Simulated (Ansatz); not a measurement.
in.yaml

```yaml
crystal:
  periodic: [false, false, false]
  atoms:
    - {symbol: Al, position_ang: [-0.740755, 0.006434, 0.005001]}
    - {symbol: C, position_ang: [1.247385, -0.010835, -0.008422]}
    - {symbol: H, position_ang: [1.646285, -1.033829, -0.006127]}
    - {symbol: H, position_ang: [1.665515, 0.499669, 0.869187]}
    - {symbol: H, position_ang: [1.653518, 0.491031, -0.896583]}
basis:
  gaussian: {orbitals: cc-pVDZ}
total_charge: 1
magnetization: {spin_polarized: true, initial_magnetization: 1}
hamiltonian: {xc: {name: PBE}}
correlation: {method: rpa, electrons: outside_noble_gas}
```

```sh
$ ansatz run in.yaml --threads 1 --pin off --events-out ev --progress --plain --max-ram 2816MiB --backend cpu
```

Question: Roughly how long does this take on 1 thread of AMD EPYC 7R13, shared host, and how much host memory?

Answer: 1.1 s wall and 0.18 GiB.

```
444 factors; integrals over basis functions are off by at most 9.7e-4 eV
mean field evaluation 1: about -7647.9365 eV, gradient 6.1e1 eV
mean field evaluation 2: about -7647.9309 eV, gradient 6.1e1 eV
mean field evaluation 4: about -7664.8893 eV, gradient 1.8e1 eV
mean field evaluation 8: about -7668.8060 eV, gradient 7.4e-2 eV
mean field evaluation 16: about -7668.8058 eV, gradient 8.4e-6 eV
mean field evaluation 32: about -7616.9930 eV, gradient 2.2e1 eV
mean field -7668.80577116 eV, -281.8234139868 hartree, gradient 8.4e-6 eV, S^2 0.753645; 0 other end points of the search recorded, 0 dependent functions left out
6 core orbitals not correlated: weight in the atoms' cores, before any rotation towards them, 1.000 or more for the frozen orbitals, at most 0.000 for the correlated occupied ones
reference -7652.94378901 eV, -281.2404968945 hartree; 5, 4 occupied and 36, 37 virtual orbitals, 444 factors
Total energy: -7661.77436838 eV, -281.5650147006 hartree
```
